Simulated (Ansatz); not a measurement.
A calculation on hcp Tl returned lattice constant a 3.465 Å, lattice parameter c 5.507 Å.

For reference: lattice constant a 3.457 Å (measured, 293 K, not corrected to a static lattice; as tabulated in Wikipedia's data pages); lattice parameter c 5.525 Å (measured, 293 K, no zero-point or thermal correction; as tabulated in Wikipedia's data pages).

Q: Which level of theory produced these numbers?
A) HSE06 (Ansatz (a first-principles code))
B) PBEsol (Ansatz)
C) r²SCAN+SOC (Ansatz)
D) r²SCAN+rVV10 (Ansatz)

A: B, PBEsol (Ansatz)

The others give: r²SCAN+SOC 3.512 Å, 5.553 Å; r²SCAN+rVV10 3.495 Å, 5.503 Å; HSE06 3.526 Å, 5.618 Å.

Unless a cell is named, each level is at its own relaxed cell (HSE06 30.25, PBEsol 28.62, r²SCAN+SOC 29.66, r²SCAN+rVV10 29.11 Å³/atom).

Ansatz's density-functional and Hartree–Fock values are scalar-relativistic unless marked +SOC, with PAW data made under PBE.
